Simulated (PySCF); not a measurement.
Gas-phase reaction: 2 NO = 2 N + O₂

Computed with PySCF (xtb for GFN2) and rigid-rotor harmonic-oscillator thermochemistry at 1 bar. Table values come from the NASA 1993 polynomials. † marks an energy on the PBE0/def2-TZVP geometry and frequencies; other levels use their own. 6-31G* has spherical d functions here. Open shells (unrestricted): NO (multiplicity 2), N (multiplicity 4), O₂ (multiplicity 3). GFN2 has no spin-polarisation term. Spin-orbit splitting is ignored; it lowers the true energy and changes the entropy of NO.

Levels: a) HF/6-31G*; b) PBE/def2-SVP; c) ωB97M-V/def2-TZVP†; d) GFN2-xTB; e) BLYP/def2-TZVP†.

Question: Order the levels by the distance of their ΔH°(298 K) from the table for this reaction, closest first.

Answer: c (+6 kJ), e (+51 kJ), b (+72 kJ), a (-490 kJ), d (+647 kJ)

The table gives 763 kJ. The order holds for this reaction alone, and for the 1993 entries, some of which have been revised since.
